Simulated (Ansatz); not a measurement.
**Worked example: the barrier**

An elementary step of H3SO, doublet (H₂O + HS → H₂S + OH; bonds formed: H1–S3; bonds broken: H1–O2). “Start” is the structure reached by relaxing down from the saddle towards the reactants; PBE0-D4/def2-TZVP structures. The saddle:

| atom | x (Å) | y (Å) | z (Å) |
| --- | --- | --- | --- |
| H1 | 0.0353 | -0.4266 | 0.6568 |
| O2 | 0.0486 | -1.0066 | -0.8703 |
| S3 | -0.2349 | 0.8875 | 0.9686 |
| H4 | -0.8034 | -0.7508 | -1.2573 |
| H5 | 0.9545 | 1.2966 | 0.5020 |

Ansatz 0.2.0; basis: def2-TZVPP and def2-QZVPP; cores frozen in the correlated methods; orbitals are unrestricted.

Energies in eV:

| quantity | saddle | start |
| --- | --- | --- |
| Hartree–Fock, triple zeta (X = 3) | -12901.30284 | -12902.52261 |
| Hartree–Fock, quadruple zeta (X = 4) | -12901.71568 | -12902.94047 |
| MP2 correlation, X = 3 | -10.97540 | -11.35283 |
| MP2 correlation, X = 4 | -11.94238 | -12.33327 |
| CCSD(T) correlation, X = 3 | -12.44340 | -12.57454 |

(1) Work out the barrier at the basis limit: extrapolate Hartree–Fock as E(X) = E∞ + A exp(−7.88 √X) and the MP2 correlation as E(X) = E∞ + B X^−2.97 (the exponents that Neese and Valeev fitted for def2-TZVPP and QZVPP), then add CCSD(T) − MP2 in triple zeta.

The T1 diagnostic stays at or below 0.028. ⟨S²⟩ of the unrestricted Hartree–Fock references: 0.76 to 0.77 (a pure state has 0.75).

## Answers

(1) Each step is linear, so take the differences first (saddle − start): Hartree–Fock 1.21977 (X = 3) and 1.22479 (X = 4); MP2 correlation 0.37743 and 0.39089; CCSD(T) correlation 0.13114.
Two points give E∞ = E(4) + w [E(4) − E(3)], with w = 1/(exp(7.88 (2 − √3)) − 1) = 0.1377 for Hartree–Fock and w = 1/((4/3)^2.97 − 1) = 0.7407 for the correlation.
Hartree–Fock: 1.22479 + 0.1377 × 0.00502 = 1.2255 eV.
MP2 correlation: 0.39089 + 0.7407 × 0.01346 = 0.4009 eV.
CCSD(T) − MP2: 0.13114 − 0.37743 = -0.2463 eV.
Sum: 1.2255 + 0.4009 + (-0.2463) = 1.3801 eV, or 31.83 kcal/mol. Plain CCSD(T) in triple zeta gives 1.3509 eV, so the larger basis shifts the result by 0.0292 eV.

For scale, one of the runs: CCSD(T)/def2-TZVPP, 115 basis functions, launched by `ansatz run in.yaml --threads 2 --pin off --events-out ev --progress --plain --max-ram 4352MiB`. Hardware: 2 CPU threads, shared host. Wall time 20 s; peak host memory 0.92 GiB.
